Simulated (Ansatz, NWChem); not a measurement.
Ansatz → NWChem

Ansatz 0.2.0 runs this on C2F4 (tetrafluoroethylene):

job.yaml:
```yaml
crystal:
  periodic: [false, false, false]
  atoms:
    - {symbol: F, position_ang: [1.169200, -1.134500, -0.708000]}
    - {symbol: C, position_ang: [0.202500, -0.640200, 0.025700]}
    - {symbol: F, position_ang: [-0.337500, -1.520600, 0.832300]}
    - {symbol: C, position_ang: [-0.188400, 0.618800, -0.041100]}
    - {symbol: F, position_ang: [0.351500, 1.499300, -0.847600]}
    - {symbol: F, position_ang: [-1.155200, 1.113100, 0.692600]}
basis:
  gaussian:
    orbitals: 6-31G_st_-spherical.json
correlation:
  method: ccsd
  frozen_orbitals: {C: 1, F: 1}
accuracy: high
scf:
  omitted_lower_state_checks: [cluster_reference, increment]
```

```bash
$ ansatz run job.yaml --threads 1 --pin off --max-ram 3480MiB --events-out events.jsonl --progress --plain --runs-dir runs
```

(Basis files named in the input come from the Basis Set Exchange and aren't shown.)

The shape is that of a PBE0-D4/def2-TZVP optimisation.

It gives a total energy of -474.340193 Eh.

Problem. Write the same calculation for NWChem 7.3.0 as an ASE script.

Solution. For example:

sp.xyz:
```
6
C2F4
F      1.169200    -1.134500    -0.708000
C      0.202500    -0.640200     0.025700
F     -0.337500    -1.520600     0.832300
C     -0.188400     0.618800    -0.041100
F      0.351500     1.499300    -0.847600
F     -1.155200     1.113100     0.692600
```

run.py:
```python
from ase.io import read
from ase.calculators.nwchem import NWChem

atoms = read('sp.xyz')

calc = NWChem(
    label='sp',
    theory='ccsd',
    memory='2200 mb',
    basis='6-31G*',
    basispar='spherical bse',
    scf={'nopen': '0', 'rhf': None, 'thresh': '1e-08', 'maxiter': '80'},
    ccsd={'freeze': 'core 6', 'maxiter': '60'},
    task='energy',
)
atoms.calc = calc

print("Total energy (eV):", round(atoms.get_potential_energy(), 6))
```

```bash
$ export ASE_NWCHEM_COMMAND="nwchem PREFIX.nwi > PREFIX.nwo"
$ python run.py
```

Its energy is -474.340193 Eh, 0.000 mEh from the first.
